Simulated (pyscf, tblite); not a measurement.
`[CH2]=[SiH2]` + `[H]` [doublet] → `[CH2]=[SiH]` [doublet] + `[H][H]`: energy along the mass-weighted descent from the GFN2-xTB with spin polarisation saddle (tblite), relative to the relaxed reactant side, a complex of the molecules.

```
s (amu^1/2 bohr) | E (kcal/mol)
    -1.63 |  0.2
    -1.51 | # 0.2
    -1.33 | # 0.4
    -1.08 | ### 1.0
   -0.120 | ############################## 10.4
    0.214 | ############################## 10.4
    0.383 | ############################## 10.3
    0.494 | ############################# 10.2
    0.600 | ############################# 10.1
    0.725 | ############################# 10.1
    0.807 | ############################# 10.0
```

Problem. The GFN2-xTB with spin polarisation barrier from the reactant side is 10.5 kcal/mol. What does ωB97X-D3(BJ) (PySCF) give from its own reactant-side minimum, in def2-SVP and in def2-TZVP?

Solution. 4.6 kcal/mol in the double-zeta basis after reoptimising the saddle, and 5.0 kcal/mol in the triple-zeta single point, so the tight-binding barrier lies 5.5 kcal/mol over the latter. The imaginary mode goes from 766i to 1035i cm⁻¹.
